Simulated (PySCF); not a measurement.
**Name the molecule from its bond curve**

A diatomic of charge +1 contains Li. Its quartet curve at UHF in a triple-zeta basis (no relativity, PySCF), in eV from the separated fragments:

```csv
R (Å),E (eV)
2.270,-0.158
2.376,-0.256
2.482,-0.312
2.561,-0.333
2.640,-0.342
2.719,-0.341
2.825,-0.329
2.957,-0.304
3.115,-0.265
3.326,-0.212
```

The fit gives ωe = 254 cm⁻¹ and the rotational constant Bₑ = 0.4134 cm⁻¹.

**Question.** Which atom is the partner?

**Answer.** The minimum lies at 2.670 Å, so the reduced mass is 16.8576 u Å² cm⁻¹/(Bₑ·Re²) = 5.720 u. With Li at 7.02 u the partner weighs about 30.9 u: P. The molecule is LiP⁺.

The state is the lowest determinant that a PBE0 search found; another state may lie lower at other levels.
